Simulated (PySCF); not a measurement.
```xyz
5
charge 0 multiplicity 3, angstrom
S    -0.2211    0.0000    0.0167
O     0.3252    0.0000    1.6404
O     0.0812    0.0000   -1.6935
H    -0.4566    0.0000    2.2113
H     1.0269    0.0000   -1.8902
```

All numbers come from UPBE0 in PySCF with S def2-TZVP, O def2-TZVP, H def2-TZVP; no relativity; density-fitted integrals.

This geometry of S(OH)2 is a stationary point at this level.

What is the point group?

Cs.

Is it a minimum?

Yes: all harmonic wavenumbers are real.

List the harmonic modes with their infrared intensities.


```tsv
symmetry	ω (cm⁻¹)	IR (km/mol)
a''	196	231
a'	292	24.9
a''	357	29.3
a'	568	220
a'	617	177
a'	885	14.5
a'	993	104
a'	3768	93.6
a'	3815	90.5
```

Give the atomic charges and bond orders.


```
atom  Mulliken  Löwdin  polar tensor  spin (Mulliken)  Mayer order to S1
  S1      0.25    0.37          0.93             1.40                  –
  O2     -0.45   -0.33         -0.73             0.23               0.99
  O3     -0.44   -0.31         -0.75             0.36               0.98
  H4      0.31    0.14          0.26             0.03               0.04
  H5      0.32    0.14          0.29            -0.01               0.04
```
Other Mayer orders above 0.3: O–H 0.88 (×2).

What is the atomisation energy, with and without zero-point energy?

1321 kJ/mol without, 1253 kJ/mol with.

Only a few start shapes were tried, so a lower isomer may exist. At this level a singlet minimum of C2 symmetry lies 199 kJ/mol below this structure.
